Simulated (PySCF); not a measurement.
Core-level binding energies of `CCOC`

Species: C3H8O.
Bonds: C1–C2, C2–O3, O3–C4. Hydrogens: H5, H6, H7 on C1; H8, H9 on C2; H10, H11, H12 on C4.

Theory: delta-SCF UKS SCAN, pcX-2 on the ionised atom, pcseg-1 elsewhere, spin-free X2C in PySCF. Vertical ΔSCF values, vacuum level as zero.

Question: What binding energy does each computed site have?

Answer: 
```csv
atom(s),environment,level,binding energy (eV),above the level's lowest (eV),count
C1,methyl carbon,C 1s,290.69,0.00,1
C2,sp3 carbon bound to oxygen,C 1s,292.09,+1.40,1
C4,methoxy carbon,C 1s,292.16,+1.47,1
O3,ether oxygen,O 1s,538.36,0.00,1
```

The listed C 1s values span 1.47 eV, from C1 (bonded to C and 3 H) to C4 (bonded to O and 3 H). The widest gap between neighbouring values is 1.40 eV, between 290.69 and 292.09 eV.

Question: Which effective nuclear charge Zeff reproduces each element's mean 1s value in the hydrogen-like formula E = 13.606 eV × Zeff²?

Answer: C (Z = 6): mean 291.6 eV, Zeff = 4.63, Z − Zeff = 1.37; O (Z = 8): mean 538.4 eV, Zeff = 6.29, Z − Zeff = 1.71. Means run over the listed sites, weighted by atom count.

The structure is a single PBE0-D3(BJ)/def2-SVP conformer in the gas phase; no vibrational or solvent corrections.

Conformer computed: `[CH3:1][CH2:2][O:3][CH3:4]`: C1–C2–O3–C4 180°.
